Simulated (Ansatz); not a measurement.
A nudged elastic band was laid between two geometries of H$_{3}$SSi (5 atoms, charge 0, multiplicity 2).

Method: Ansatz, UKS PBE0-D4/def2-SVP.

```
movable images  : 7
climbing image  : yes
spring          : 5.0 eV/Å²
optimiser       : quadratic models (default)
start path      : IDPP
force threshold : 0.05 eV/Å
iteration limit : 60
end points      : relaxed
```

Image 0:

```xyz
5
Properties=species:S:1:pos:R:3
Si -0.097 -0.697 -0.305
S 0.271 1.416 -0.289
H -0.106 -1.273 1.081
H -1.444 -0.849 -0.938
H 1.425 1.330 0.410
```

Image 8:

```xyz
5
Properties=species:S:1:pos:R:3
Si 0.029 -0.764 -0.018
S 0.623 1.226 0.519
H -0.469 -1.375 1.253
H -1.057 -0.765 -1.054
H 0.924 1.604 -0.743
```

**Question.** Which bonds break or form, and what moves?

**Answer.** No bond is made or broken. The dihedral H3–Si1–S2–H5 goes from 55 to -176°. The two ends are copies of one structure, up to a mirror image or an exchange of like atoms.

**Question.** What energy profile does the band end with?

**Answer.** The run converged. The highest image is number 4 of 0 to 8, 9.0 kJ/mol above the ends, which have the same energy within 2 meV. A vibrational analysis at the climbing image gives one clearly imaginary mode, 285i cm⁻¹: a first-order saddle point.

```tsv
image	path coordinate (Å)	energy (kJ/mol)	dihedral H3–Si1–S2–H5 (°)
0	0.00	0.0	55
1	0.25	1.1	71
2	0.49	4.2	86
3	0.74	7.6	102
4	0.98	9.0	118
5	1.23	7.6	135
6	1.47	4.3	152
7	1.71	1.3	168
8	1.95	0.0	-176
```

**Question.** What is the geometry of the highest image?

**Answer.** 
```xyz
5
Properties=species:S:1:pos:R:3
Si -0.082 -0.666 -0.100
S 0.202 1.446 0.201
H -0.446 -1.362 1.174
H -1.123 -0.941 -1.138
H 1.499 1.450 -0.178
```

**Question.** What are the harmonic wavenumbers there?

**Answer.** 285i, 512, 614, 630, 762, 941, 2200, 2223, 2713 cm⁻¹.

The run took 84 s on 1 thread of Intel(R) Xeon(R) Processor @ 2.70GHz (shared host), peak memory 0.13 GiB.
